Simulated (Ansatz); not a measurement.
Ansatz (an electronic-structure program) input:

Ansatz 0.2 input:
```yaml
crystal:
  periodic: [false, false, false]
  atoms:
    - {symbol: H, position_ang: [0.01447342, 0.08638095, 2.15652780]}
    - {symbol: N, position_ang: [0.00783130, 0.06957397, 1.15314312]}
    - {symbol: C, position_ang: [0.00674851, 1.15106397, 0.33837805]}
    - {symbol: C, position_ang: [-0.00183715, -1.06265205, 0.35791557]}
    - {symbol: C, position_ang: [-0.00329642, 0.78425359, -0.97400704]}
    - {symbol: C, position_ang: [-0.00878289, -0.64908884, -0.95028013]}
    - {symbol: H, position_ang: [-0.00286866, -2.04741204, 0.79197534]}
    - {symbol: H, position_ang: [-0.00643389, 1.42496570, -1.83754978]}
    - {symbol: H, position_ang: [-0.01698230, -1.29241246, -1.81499389]}
basis:
  gaussian:
    orbitals: def2-TZVP
hamiltonian:
  xc: b3lyp
  dispersion: d3bj
magnetization: {spin_polarized: true, initial_magnetization: 1}
phonons: {temperatures: {t_min: 298.15, t_max: 298.15, t_step: 100}}
```

Question: Which total energy does the run end on?

Answer: -209.56441 Eh (B3LYP-D3(BJ)/def2-TZVP). The basis has 179 functions.

It need not be the lowest isomer of its formula.
